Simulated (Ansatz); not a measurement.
The cluster C2H2⁺. The state is a doublet with charge 1. Geometry PBE-D4/def2-TZVP, that of the neutral singlet; atoms count from 1.

```xyz
4

C    -0.524   -0.264    0.141
C     0.524    0.264   -0.141
H    -1.454   -0.732    0.392
H     1.454    0.732   -0.392
```

The structure comes from a short search, and lower isomers may exist.

**Question.** Estimate the Mulliken populations from the PBE0/def2-TZVP orbitals of Ansatz.

**Answer.** 
```
atom  charge (e)  spin (α − β)
  C1        0.20          0.52
  C2        0.20          0.52
  H3        0.30         -0.02
  H4        0.30         -0.02
```
Mulliken values and Mayer orders depend strongly on the basis.

**Question.** Where does the spin sit?

**Answer.** Summed by element: C 1.03, H -0.03, of 1 unpaired in all. Largest on single atoms: C1 0.52, C2 0.52, H3 -0.02.

**Question.** And the Mayer bond orders between bonded heavy atoms (over 0.3)?

**Answer.** C1–C2 2.35 (1.21 Å).
